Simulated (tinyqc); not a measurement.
Inside a calculation. Method: extended Hueckel theory, for H3O+. The parameters take no account of the charge, which enters only through the electron count. Computed by tinyqc, a small Python program that keeps every step (integrals from PySCF). Settings: charge = 1, K = 1.75, weighted = 1, multiplicity = 1. Command: `OMP_NUM_THREADS=1 python tinyqc.py 30365 30366 out.jsonl` (the two numbers bound the seeds that draw the settings). One thread of a shared host (Intel(R) Xeon(R) Processor @ 2.60GHz), about 0.01 s of CPU time with the checks.

## Overlaps

Geometry (angstrom):
```
atom        x        y       z
O      0.0000   0.0000  0.1270
H      0.9330   0.0000  0.0000
H     -0.4660   0.8080  0.0000
H     -0.4660  -0.8080  0.0000
```

Parameters chosen for this run:
```
element  shell  Slater exponent  H_ii (eV)
O           2s           2.2750   -32.3000
O           2p           2.2750   -14.8000
H           1s           1.3000   -13.6000
```

Slater orbitals, each expanded in six Gaussians scaled to its exponent.

overlap S, order 1O 2s, 1O 2px, 1O 2py, 1O 2pz, 2H 1s, 3H 1s, 4H 1s:
```
[[1.0000, 0.0000, 0.0000, 0.0000, 0.4717, 0.4719, 0.4719],
 [0.0000, 1.0000, 0.0000, 0.0000, 0.3954, -0.1976, -0.1976],
 [0.0000, 0.0000, 1.0000, 0.0000, 0.0000, 0.3426, -0.3426],
 [0.0000, 0.0000, 0.0000, 1.0000, -0.0538, -0.0539, -0.0539],
 [0.4717, 0.3954, 0.0000, -0.0538, 1.0000, 0.1931, 0.1931],
 [0.4719, -0.1976, 0.3426, -0.0539, 0.1931, 1.0000, 0.1930],
 [0.4719, -0.1976, -0.3426, -0.0539, 0.1931, 0.1930, 1.0000]]
```

## Wolfsberg-Helmholz matrix

diagonal H_ii (eV): [-32.3000, -14.8000, -14.8000, -14.8000, -13.6000, -13.6000, -13.6000]

K = 1.7500

H_ij = K' S_ij (H_ii + H_jj)/2 for i != j (the diagonal keeps H_ii), with K' = K + D^2 + D^4 (1 - K), D = (H_ii - H_jj)/(H_ii + H_jj), K = 1.75.

H (eV), order 1O 2s, 1O 2px, 1O 2py, 1O 2pz, 2H 1s, 3H 1s, 4H 1s:
```
[[-32.3000, 0.0000, 0.0000, 0.0000, -20.5177, -20.5250, -20.5250],
 [0.0000, -14.8000, 0.0000, 0.0000, -9.8369, 4.9156, 4.9156],
 [0.0000, 0.0000, -14.8000, 0.0000, 0.0000, -8.5232, 8.5232],
 [0.0000, 0.0000, 0.0000, -14.8000, 1.3390, 1.3397, 1.3397],
 [-20.5177, -9.8369, 0.0000, 1.3390, -13.6000, -4.5957, -4.5957],
 [-20.5250, 4.9156, -8.5232, 1.3397, -4.5957, -13.6000, -4.5926],
 [-20.5250, 4.9156, 8.5232, 1.3397, -4.5957, -4.5926, -13.6000]]
```

## Orbitals

valence electrons = 8

Solve H C = S C e through S^(-1/2); fill by pairs from the bottom, a degenerate level sharing its electrons equally; each orbital has its largest coefficient positive (the first on a tie).

orbital energies (eV): [-34.4771, -17.4028, -17.4008, -14.8301, 1.1890, 1.2030, 21.9941]

occupations: [2.0000, 2.0000, 2.0000, 2.0000, 0.0000, 0.0000, 0.0000]

coefficients, order 1O 2s, 1O 2px, 1O 2py, 1O 2pz, 2H 1s, 3H 1s, 4H 1s:
```
[[0.7898, 0.0000, 0.0000, 0.0429, -0.0003, 0.0000, 1.1469],
 [0.0000, 0.0000, 0.6880, 0.0000, -0.9676, 0.0000, -0.0003],
 [0.0000, 0.6878, 0.0000, 0.0000, 0.0000, 0.9681, 0.0000],
 [0.0106, 0.0000, 0.0000, 0.9965, 0.0000, 0.0000, -0.1382],
 [0.1346, 0.0000, 0.4037, -0.0185, 1.0011, 0.0000, -0.6712],
 [0.1347, 0.3496, -0.2018, -0.0185, -0.5002, -0.8669, -0.6721],
 [0.1347, -0.3496, -0.2018, -0.0185, -0.5002, 0.8669, -0.6721]]
```

sum of one-electron energies = -168.2216 eV

## Mulliken analysis

P = C n C^T; charge = valence electrons (O 6, H 1) minus the sum of (P S)_ii on the atom; overlap population = 2 sum P_ij S_ij between two atoms.

charges: [-0.0939, 0.3646, 0.3646, 0.3646]

Overlap populations:
```
pair      value
2-1    0.642138
3-1    0.642301
3-2   -0.048651
4-1    0.642301
4-2   -0.048651
4-3   -0.048654
```
